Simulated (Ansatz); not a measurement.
# C4H5N: small, medium and large basis sets

The task here is to estimate one member of a computed series from the others.

The runs use Ansatz 0.2.0, Gaussian basis; one geometry, several basis sets.

The runs, in order: PBE0-D4/def2-SVP; ωB97M-V/def2-SVP; PBE0-D4/def2-QZVPP; ωB97M-V/def2-QZVPP; CCSD(T)/cc-pV(D+d)Z; CCSD(T)/cc-pV(T+d)Z; CCSD(T)/cc-pV(Q+d)Z; the functionals' def2-TZVPP values are taken from earlier runs.

## The geometry

All runs share one geometry, relaxed beforehand with PBE0-D4 in a triple-zeta def2 set.

SMILES `C/C=C/C#N`, 10 atoms, charge 0, spin multiplicity 1.

Atoms are counted from 1 here; the program's logs count them from 0.

Bond lengths: C1–C2 1.483 Å, C1–H6 1.094 Å, C1–H7 1.091 Å, C1–H8 1.094 Å, C2–C3 1.333 Å, C2–H9 1.087 Å, C3–C4 1.421 Å, C3–H10 1.086 Å, C4–N5 1.152 Å. Angles: C2–C1–H6 110.5°, C2–C1–H7 111.9°, C2–C1–H8 110.5°, H6–C1–H7 108.6°, H6–C1–H8 106.4°, H7–C1–H8 108.6°, C1–C2–C3 124.4°, C1–C2–H9 117.2°, C3–C2–H9 118.4°, C2–C3–C4 122.6°, C2–C3–H10 121.2°, C4–C3–H10 116.2°, C3–C4–N5 179.0°.

Set-up of the first run:

The input, in.yaml:

```yaml
crystal:
  periodic: [false, false, false]
  atoms:
    - {symbol: C, position_ang: [-0.595275, -1.313657, 0.534024]}
    - {symbol: C, position_ang: [-0.179579, 0.100495, 0.373715]}
    - {symbol: C, position_ang: [0.498587, 0.572211, -0.673076]}
    - {symbol: C, position_ang: [0.877417, 1.936798, -0.786870]}
    - {symbol: N, position_ang: [1.193588, 3.039548, -0.897437]}
    - {symbol: H, position_ang: [-1.683020, -1.384776, 0.631451]}
    - {symbol: H, position_ang: [-0.279869, -1.929072, -0.309448]}
    - {symbol: H, position_ang: [-0.173870, -1.735574, 1.451711]}
    - {symbol: H, position_ang: [-0.450514, 0.791247, 1.168018]}
    - {symbol: H, position_ang: [0.792525, -0.077230, -1.492098]}
basis:
  gaussian: {orbitals: def2-SVP}
hamiltonian: {xc: pbe0, dispersion: d4}
output: {orbitals: {seedname: orbitals}}
```

On the command line:

```
$ ansatz run in.yaml --threads 2 --pin off --events-out ev --progress --plain --max-ram 20480MiB --backend cpu
```

Among the steps run: PBE0-D4 in def2-SVP; ωB97M-V in def2-SVP; PBE0-D4 in def2-QZVPP; ωB97M-V in def2-QZVPP.

One of the session's tables, all rows but one given; the rest of the session is left out.

It belongs to the step «Functionals by basis». 

```
functional       basis  HOMO (eV)
   PBE0-D4    def2-SVP          ?
   PBE0-D4  def2-TZVPP      -7.96
   PBE0-D4  def2-QZVPP      -7.97
   ωB97M-V    def2-SVP     -10.01
   ωB97M-V  def2-TZVPP     -10.10
   ωB97M-V  def2-QZVPP     -10.11
```

Estimate the missing values for PBE0-D4, def2-SVP.

As computed: HOMO (eV): -7.89. In the column «HOMO (eV)» it is the highest.
